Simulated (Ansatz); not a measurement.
This geometry of CH$_{4}$BO (7 atoms, charge 0, multiplicity 2) is a first-order saddle point.

These are results of Ansatz 0.2.0, UKS PBE-D4/6-31G*, not measurements.

```xyz
7
Properties=species:S:1:pos:R:3
C -0.597 0.767 -0.251
B 0.458 -0.275 -0.219
O 1.397 -0.597 0.733
H -0.776 -0.732 -0.421
H -1.136 1.009 -1.174
H -0.969 1.286 0.650
H 1.685 -1.525 0.637
```

**Question.** Which two structures does it join? (They come from a converged band through this point; their orientation in space is the band's.)

**Answer.** Bonds broken: C1–H4. Bonds formed: B2–H4.

Image 0:

```xyz
7
Properties=species:S:1:pos:R:3
C -0.721 0.393 -0.333
B 0.564 -0.505 -0.247
O 1.312 -0.593 0.887
H -1.609 -0.235 -0.534
H -0.652 1.098 -1.181
H -0.903 0.970 0.594
H 2.070 -1.197 0.768
```

Image 8:

```xyz
7
Properties=species:S:1:pos:R:3
C -0.657 0.903 -0.146
B 0.107 -0.430 -0.147
O 1.127 -0.582 0.770
H -0.155 -1.333 -0.914
H -1.481 1.119 -0.836
H -0.419 1.717 0.550
H 1.539 -1.462 0.679
```

**Question.** How far does it lie above each of them?

**Answer.** 33.3 kcal/mol above the first and 38.7 kcal/mol above the second. This is the barrier of this one path; another mechanism may lie lower.

The run took 59 s on 1 thread of Intel(R) Xeon(R) 6975P-C (Granite Rapids) (shared host), peak memory 0.21 GiB.
